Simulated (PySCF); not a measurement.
**CCSD(T) against full CI for several species**

Each species is computed at the geometry given (Å), with frozen cores, in PySCF 2.14.0: RHF-CCSD(T) for singlets, UHF-CCSD(T) otherwise, and full CI in the same basis. The script picks the determinant by trial CCSD, so it needn't be the lowest Hartree–Fock solution. States: HCl Σ⁺ or Δ, SiH4 A, HS Π. Cases whose determinant has another symmetry than full CI's state, or whose (Q) step broke down, weren't drawn.

**Question.** Judging by size, spin and bonding, rank them by the size of CCSD(T)'s error in total energy against full CI in the same basis, smallest first (an estimate).
A. SiH4, singlet, 6-31G: Si 0.000 0.000 0.000; H 0.856 0.856 0.856; H -0.856 -0.856 0.856; H -0.856 0.856 -0.856; H 0.856 -0.856 -0.856
B. HCl, singlet, 6-31G: Cl 0.000 0.000 0.000; H 0.000 0.000 1.280
C. HS, doublet, cc-pV(D+d)Z: S 0.000 0.000 0.000; H 0.000 0.000 1.344

**Answer.** B (3.1 meV), A (9.1 meV), C (17.1 meV).

```
      species        basis  correlated electrons  CCSD(T) − full CI (meV)  CCSDT(Q) − full CI (meV)  unpaired electrons (full CI)     T1  ⟨S²⟩ of the determinant
 HCl, singlet        6-31G                     8                      3.1                       0.1                          0.01  0.006                     0.00
SiH4, singlet        6-31G                     8                      9.1                       0.2                          0.03  0.008                     0.00
  HS, doublet  cc-pV(D+d)Z                     7                     17.1                         –                          1.03  0.009                     0.76
```

Unpaired electrons are Σ n²(2−n)² over natural occupations; an open shell counts its own unpaired electrons too. Frozen cores follow each run's orbitals, which moves totals by a few meV. A dash: (Q) wasn't run for open shells.
